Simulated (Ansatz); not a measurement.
Born–Oppenheimer molecular dynamics of C₄H₇FO (13 atoms, charge 0, multiplicity 1). It starts from a relaxed structure.

Theory: Ansatz, UKS r2SCAN-D4/STO-3G.

```yaml
ensemble: NVT, Nosé–Hoover chain
time_step: 0.5 fs
steps_asked: 141
set_temperature: 300 K
thermostat: time constant 1 fs, chain length 1
seed: 200656
```

Frames 5 fs apart, positions in Å.

Velocities at 5.0 fs (Å/ps):

```
C 2.40 -0.21 -2.97
C -3.95 -0.03 -0.33
C -8.25 7.49 -2.08
F 7.70 -2.99 -0.81
C -2.24 1.55 3.35
O -0.56 -4.72 -0.58
H 0.75 -31.34 3.28
H -9.74 29.14 3.07
H 23.40 8.78 6.41
H -0.81 -0.64 18.59
H 9.07 18.68 13.68
H -16.41 -1.52 8.91
H 1.03 3.15 -5.39
```

```xyz
13
Properties=species:S:1:pos:R:3 time_fs=5.0 energy_less_start_eV=0.346 T=284
C -0.207 -0.916 1.194
C 0.216 -0.243 -0.058
C 1.509 -0.226 -0.448
F 2.035 0.335 -1.583
C -0.802 0.544 -0.856
O -1.415 1.615 -0.133
H 0.532 -1.473 1.816
H -0.982 -1.678 1.000
H -0.642 -0.165 1.880
H 2.255 -0.744 0.200
H -1.710 -0.062 -1.097
H -0.431 0.897 -1.857
H -0.550 2.147 0.046
13
Properties=species:S:1:pos:R:3 time_fs=10.0 energy_less_start_eV=0.315 T=199
C -0.198 -0.924 1.202
C 0.205 -0.237 -0.075
C 1.482 -0.193 -0.452
F 2.076 0.318 -1.585
C -0.831 0.541 -0.850
O -1.414 1.604 -0.126
H 0.548 -1.552 1.695
H -1.108 -1.521 0.993
H -0.527 -0.139 1.907
H 2.214 -0.698 0.216
H -1.700 -0.095 -1.055
H -0.426 0.872 -1.819
H -0.615 2.212 0.057
13
Properties=species:S:1:pos:R:3 time_fs=15.0 energy_less_start_eV=0.307 T=210
C -0.215 -0.925 1.218
C 0.202 -0.227 -0.100
C 1.501 -0.179 -0.453
F 2.100 0.305 -1.582
C -0.867 0.517 -0.867
O -1.425 1.622 -0.101
H 0.617 -1.599 1.523
H -1.171 -1.428 1.019
H -0.421 -0.152 1.980
H 2.238 -0.670 0.197
H -1.719 -0.210 -1.083
H -0.350 0.835 -1.839
H -0.654 2.279 0.078
13
Properties=species:S:1:pos:R:3 time_fs=20.0 energy_less_start_eV=0.295 T=293
C -0.225 -0.910 1.217
C 0.202 -0.217 -0.114
C 1.540 -0.181 -0.446
F 2.116 0.297 -1.580
C -0.894 0.490 -0.900
O -1.452 1.646 -0.073
H 0.556 -1.644 1.411
H -1.191 -1.434 1.098
H -0.281 -0.215 2.081
H 2.305 -0.679 0.219
H -1.707 -0.185 -1.123
H -0.424 0.802 -1.823
H -0.612 2.232 0.026
13
Properties=species:S:1:pos:R:3 time_fs=25.0 energy_less_start_eV=0.504 T=429
C -0.219 -0.891 1.199
C 0.217 -0.210 -0.115
C 1.569 -0.200 -0.422
F 2.127 0.294 -1.582
C -0.912 0.487 -0.916
O -1.479 1.655 -0.058
H 0.469 -1.756 1.401
H -1.192 -1.389 1.179
H -0.151 -0.290 2.121
H 2.308 -0.670 0.246
H -1.816 -0.177 -1.147
H -0.552 0.883 -1.947
H -0.563 2.132 -0.045
13
Properties=species:S:1:pos:R:3 time_fs=30.0 energy_less_start_eV=0.480 T=363
C -0.191 -0.895 1.185
C 0.241 -0.202 -0.120
C 1.577 -0.220 -0.402
F 2.133 0.290 -1.577
C -0.949 0.507 -0.932
O -1.489 1.642 -0.063
H 0.369 -1.798 1.365
H -1.274 -1.194 1.185
H -0.048 -0.274 2.086
H 2.310 -0.676 0.306
H -1.805 -0.149 -1.064
H -0.712 0.922 -1.885
H -0.587 2.146 -0.013
13
Properties=species:S:1:pos:R:3 time_fs=35.0 energy_less_start_eV=0.499 T=277
C -0.180 -0.898 1.180
C 0.247 -0.193 -0.134
C 1.577 -0.226 -0.410
F 2.133 0.283 -1.559
C -0.972 0.533 -0.905
O -1.484 1.617 -0.079
H 0.352 -1.891 1.313
H -1.252 -0.977 1.133
H 0.036 -0.214 2.022
H 2.294 -0.674 0.309
H -1.814 -0.231 -0.984
H -0.674 0.939 -1.972
H -0.679 2.231 0.076
13
Properties=species:S:1:pos:R:3 time_fs=40.0 energy_less_start_eV=0.582 T=242
C -0.165 -0.884 1.166
C 0.239 -0.186 -0.154
C 1.564 -0.221 -0.437
F 2.133 0.275 -1.535
C -0.961 0.553 -0.872
O -1.489 1.593 -0.091
H 0.227 -1.875 1.266
H -1.289 -0.867 1.130
H 0.158 -0.230 1.990
H 2.285 -0.692 0.272
H -1.738 -0.204 -0.929
H -0.634 0.787 -1.864
H -0.741 2.263 0.112
13
Properties=species:S:1:pos:R:3 time_fs=45.0 energy_less_start_eV=0.424 T=304
C -0.169 -0.844 1.143
C 0.228 -0.187 -0.162
C 1.539 -0.219 -0.451
F 2.142 0.276 -1.528
C -0.907 0.535 -0.840
O -1.514 1.590 -0.086
H 0.127 -1.925 1.237
H -1.247 -0.858 1.243
H 0.263 -0.331 2.024
H 2.252 -0.740 0.221
H -1.766 -0.192 -0.934
H -0.577 0.751 -1.923
H -0.716 2.216 0.059
13
Properties=species:S:1:pos:R:3 time_fs=50.0 energy_less_start_eV=0.443 T=401
C -0.176 -0.825 1.145
C 0.218 -0.193 -0.145
C 1.520 -0.231 -0.452
F 2.158 0.289 -1.542
C -0.864 0.488 -0.855
O -1.538 1.606 -0.074
H 0.081 -1.880 1.139
H -1.263 -0.782 1.378
H 0.332 -0.429 2.033
H 2.194 -0.812 0.206
H -1.724 -0.184 -0.987
H -0.581 0.847 -1.841
H -0.704 2.203 0.023
13
Properties=species:S:1:pos:R:3 time_fs=55.0 energy_less_start_eV=0.494 T=310
C -0.195 -0.833 1.186
C 0.217 -0.194 -0.115
C 1.528 -0.248 -0.461
F 2.168 0.305 -1.558
C -0.874 0.469 -0.885
O -1.544 1.614 -0.069
H 0.035 -1.919 1.042
H -1.240 -0.637 1.415
H 0.433 -0.453 2.018
H 2.181 -0.874 0.210
H -1.680 -0.275 -1.096
H -0.503 0.991 -1.845
H -0.741 2.255 0.044
13
Properties=species:S:1:pos:R:3 time_fs=60.0 energy_less_start_eV=0.358 T=213
C -0.200 -0.858 1.233
C 0.232 -0.182 -0.096
C 1.546 -0.267 -0.474
F 2.169 0.315 -1.564
C -0.905 0.503 -0.917
O -1.543 1.601 -0.073
H -0.131 -1.937 1.103
H -1.247 -0.536 1.435
H 0.490 -0.504 2.003
H 2.233 -0.855 0.165
H -1.637 -0.275 -1.220
H -0.450 0.939 -1.804
H -0.763 2.255 0.047
```

Of the whole run (70 fs, mean temperature of the second half 299 K): The conserved energy stayed within 0.27 meV per atom of its start (net change 0.13 meV per atom), so the integration is sound. A run of 0.07 ps of so small a system gives no equilibrium averages. Limits of this set-up: minimal basis.

Time of the run: 8.6 min on 1 thread of Intel(R) Xeon(R) 6975P-C (Granite Rapids) (shared host), peak memory 0.2 GiB.
